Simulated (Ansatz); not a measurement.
I need vertical and adiabatic energies of changing the electron count of CH4BN, SMILES BC=N. Use Ansatz 0.2.0 through its Python package. Use (for the species named): PBE0, 6-31G* basis, multiplicity 1.

```yaml
atoms:
  - { symbol: B, position_ang: [-0.8600, 0.3047, -0.6015] }
  - { symbol: C, position_ang: [0.3214, 0.0944, 0.3091] }
  - { symbol: N, position_ang: [0.8489, -1.0556, 0.3222] }
  - { symbol: H, position_ang: [-1.2612, -0.5084, -1.2950] }
  - { symbol: H, position_ang: [-1.4175, 1.4071, -0.6533] }
  - { symbol: H, position_ang: [0.7069, 0.9201, 0.9265] }
  - { symbol: H, position_ang: [1.7228, -1.2302, 0.9462] }
```

Script `run_adiabatic.py`:
```python
import itertools

import ansatz as az
from ase.data import atomic_numbers, covalent_radii
import numpy as np

GEOMETRY = """
B    -0.86000    0.30470   -0.60150
C     0.32140    0.09440    0.30910
N     0.84890   -1.05560    0.32220
H    -1.26120   -0.50840   -1.29500
H    -1.41750    1.40710   -0.65330
H     0.70690    0.92010    0.92650
H     1.72280   -1.23020    0.94620
"""


def main() -> None:
    molecule = az.Crystal.molecule()
    for line in GEOMETRY.strip().splitlines():
        symbol, *xyz = line.split()
        molecule = molecule.atom(symbol, [float(v) for v in xyz])

    calc = (
        molecule.calculation()
        .basis(gaussian="6-31G*")
        .functional("pbe0")
    )
    symbols = [site.symbol for site in molecule.cartesian_sites]
    start = np.array([site.position_ang for site in molecule.cartesian_sites], dtype=float)
    r = calc.relax(force_tolerance=0.01).run(threads=1, pin="off").report
    end = np.array(r["positions_ang"])

    minimum = az.Crystal.molecule()
    for symbol, place in zip(symbols, end):
        minimum = minimum.atom(symbol, place.tolist())
    ion = minimum.calculation()
    ion = ion.basis(gaussian="6-31G*")
    ion = ion.functional("pbe0")
    ion = ion.charge(1).spin("collinear", total=1)
    vertical = ion.run(threads=1, pin="off").report
    settled = ion.relax(force_tolerance=0.01, max_steps=80).run(threads=1, pin="off").report
    print(f"vertical ionisation energy   {vertical['free_energy_ev'] - r['free_energy_ev']:.3f} eV")
    print(f"adiabatic, no zero point     {settled['free_energy_ev'] - r['free_energy_ev']:.3f} eV")
    print(f"relaxation energy of the ion {vertical['free_energy_ev'] - settled['free_energy_ev']:.3f} eV")
    ionised = np.array(settled["positions_ang"])
    radius = [covalent_radii[atomic_numbers[s]] for s in symbols]
    span = lambda where, i, j: np.linalg.norm(where[i] - where[j])
    bonded = [(i, j) for i, j in itertools.combinations(range(len(symbols)), 2) if min(span(end, i, j), span(ionised, i, j)) < 1.2 * (radius[i] + radius[j])]
    print("pair        before    after (A)")
    for i, j in bonded:
        print(f"{symbols[i]}{i}-{symbols[j]}{j}".ljust(10), f"{span(end, i, j):8.4f} {span(ionised, i, j):8.4f}")
    for first, second in list(itertools.combinations(bonded, 2)):
        shared = set(first) & set(second)
        if shared and symbols[(j := shared.pop())] != "H":
            i, k = sorted((set(first) | set(second)) - {j})
            u, v = ionised[i] - ionised[j], ionised[k] - ionised[j]
            angle = np.degrees(np.arccos(np.clip(u @ v / np.linalg.norm(u) / np.linalg.norm(v), -1, 1)))
            print(f"final angle {symbols[i]}{i}-{symbols[j]}{j}-{symbols[k]}{k}: {angle:.2f} deg")


if __name__ == "__main__":
    main()
```

```console
$ python run_adiabatic.py
vertical ionisation energy   10.158 eV
adiabatic, no zero point     9.119 eV
relaxation energy of the ion 1.039 eV
pair        before    after (A)
B0-C1        1.5681   1.6049
B0-H3        1.1947   1.1885
B0-H4        1.1987   1.1885
C1-N2        1.2841   1.2287
C1-H5        1.1021   1.1150
N2-H6        1.0282   1.0189
final angle C1-B0-H3: 116.00 deg
final angle C1-B0-H4: 116.00 deg
final angle B0-C1-N2: 126.90 deg
final angle B0-C1-H5: 114.60 deg
final angle H3-B0-H4: 127.90 deg
final angle N2-C1-H5: 118.50 deg
final angle C1-N2-H6: 150.25 deg
```

The energies are electronic: no zero-point or thermal terms, and the basis set is short of its limit. The product may relax into another structure. The relaxation finds the nearest minimum, so the adiabatic value is an upper bound. Timing: 45 s on 1 thread of Arm Neoverse V2 (shared host), peak memory 0.21 GiB.
